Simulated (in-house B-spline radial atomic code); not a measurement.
Functionals against NIST's ionisation energies down a group: N to Bi

Ionisation energies as differences of self-consistent total energies from an all-electron radial atomic-structure program (B-spline basis): all electrons, radial basis limit, scalar-relativistic (one-electron X2C), spin-polarised at highest spin, spherical densities; exact exchange is averaged over the determinants of each configuration. No spin-orbit coupling, Breit or QED terms. NIST's values run from ground level to ground level, so in open shells the differences also hold multiplet and fine-structure energies that spherical high-spin averages miss. For p electrons of heavy elements the spin-orbit part alone reaches an electronvolt or more. Columns give computed minus NIST, in eV; a star marks a semi-empirical value. Species are left out where the tabulated value is theory, is uncertain by more than 0.12 eV, or (13 ions, such as In⁴⁺, Te⁴⁺ and Bi⁴⁺) lies off its series for all methods alike, which flatters the means a little.

```
species  shell  NIST (eV)   RPBE  B3LYP  BHandHLYP  B97-1   AM05   OLYP
      N     2p      14.53  +0.33  +0.29      +0.03  +0.15  +0.30  +0.29
      P     3p      10.49  +0.05  -0.07      -0.20  -0.11  -0.03  -0.10
     As     4p       9.79  +0.10  +0.03      -0.06  -0.01  +0.07  -0.05
     Sb     5p       8.61  +0.34  +0.30      +0.23  +0.25  +0.34  +0.18
     Bi     6p       7.29  +1.24  +1.24      +1.18  +1.13  +1.27  +1.07
```

Q: How do the methods rank, and which species is hardest?

A: Mean absolute (signed) differences: B97-1 0.33 (+0.28) eV; OLYP 0.34 (+0.28) eV; BHandHLYP 0.34 (+0.24) eV; B3LYP 0.39 (+0.36) eV; AM05 0.40 (+0.39) eV; RPBE 0.41 (+0.41) eV. For Bi, which loses a 6p electron, the nearest method is off by +1.07 eV, the largest such miss. The first two are tied within the accuracy of the references.
